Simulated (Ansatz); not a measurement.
## PH2⁺, triplet along the angle H2-P1-H3

Starting geometry (PBE0/def2-TZVP stationary point for this spin, not checked as a minimum):

```xyz
3

P     0.0000   -0.0418    0.0000
H     0.0000    0.6425   -1.2397
H     0.0000    0.6425    1.2397
```

From there the angle named below is changed in its plane at fixed bond lengths, both arms turning rigidly about the middle atom; atoms are numbered as listed. Energies are in kJ/mol, counted from the starting geometry at the same level.

Basis cc-pVDZ; Ansatz 0.2.0. Only valence electrons are correlated (noble-gas cores frozen). R marks a restricted (for open shells ROHF) determinant, U an unrestricted one.

For open shells CISD is restricted-active-space CI with the open shells as a complete middle space.

Full CI is exact within this basis and frozen core; it isn't the basis-set limit. The frozen core follows each run's orbitals, which can shift R against U totals by a few meV.

```tsv
angle H2-P1-H3 (°)	full CI	unpaired electrons (full CI)	error CISD	error UCCSD(T)	error BCCD(T)	error RCCSDT	error RCCSDT(Q)	error UCCSDT(Q)
67.2	187.7	2.04	2.7	0.4	0.4	0.0	0.0	0.0
89.0	62.7	2.03	0.6	0.1	0.1	0.0	0.0	0.0
101.7	22.8	2.03	0.1	0.0	0.0	0.0	0.0	0.0
120.2	0.3	2.03	0.0	0.0	0.0	0.0	0.0	0.0
122.2	0.0	2.03	0.0	0.0	0.0	0.0	0.0	0.0
143.3	18.3	2.03	0.9	0.1	0.1	0.0	0.0	0.0
158.8	48.5	2.04	2.6	0.2	0.2	0.1	0.0	0.0
180.0	76.9	2.05	4.5	0.2	0.3	0.1	0.0	0.0
```

Unpaired electrons are Σ n²(2−n)² over natural occupations. Errors are those of relative energies. In total energy the starting point itself misses full CI by: CISD 13.2, UCCSD(T) 1.7, BCCD(T) 1.8, RCCSDT 0.1, RCCSDT(Q) 0.0, UCCSDT(Q) 0.0 kJ/mol.

Spread of the error over the points with a reference, to 180.0 ° (largest less smallest): RCCSDT(Q) 0.0, UCCSDT(Q) 0.0, RCCSDT 0.2, UCCSD(T) 0.4, BCCD(T) 0.4, CISD 4.6 kJ/mol.
